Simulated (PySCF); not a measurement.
## Si–NH₂⁺, singlet: reading a ladder of total energies

Geometry: that of the Si–NH2, doublet, kept fixed.

```csv
atom,x (Å),y (Å),z (Å)
Si,0.0000,0.0000,0.6455
N,0.0000,0.0000,-1.0599
H,0.0000,0.8350,-1.6290
H,0.0000,-0.8350,-1.6290
```

Basis cc-pVDZ; PySCF 2.14.0. Correlated methods freeze the noble-gas cores, which leaves 10 electrons in 36 orbitals. Prefix R: restricted or restricted open-shell reference.

Full CI isn't at hand for all of this; RCCSDT(Q) serves as the reference, and is uncertain by the last step of the cluster series or more.

RCCSD has a T1 diagnostic of 0.020 and a largest doubles amplitude of 0.10.

```csv
level,total energy (hartree)
RHF,-344.280614
RMP2,-344.515258
RCCSD,-344.539744
RCCSD(T),-344.547752
RCCSDT,-344.548449
RCCSDT(Q),-344.549260
```

**Question.** What is the correlation energy at RCCSDT(Q), and what share of it do RMP2 and RCCSD recover?

**Answer.** E(corr) = -344.549260 − (-344.280614) = -0.268646 hartree = -7.310 eV. RMP2: -0.234644 / -0.268646 = 87.34 %. RCCSD: -0.259130 / -0.268646 = 96.46 %.

**Question.** By how many kcal/mol does RCCSD(T) miss RCCSDT(Q) (1 hartree = 627.509 kcal/mol), and which steps make up the rest?

**Answer.** -344.547752 − (-344.549260) = 0.001508 hartree = 0.95 kcal/mol. Steps: RCCSDT − RCCSD(T) = -0.44, RCCSDT(Q) − RCCSDT = -0.51 kcal/mol. Differences between like states or geometries often cancel part of this.
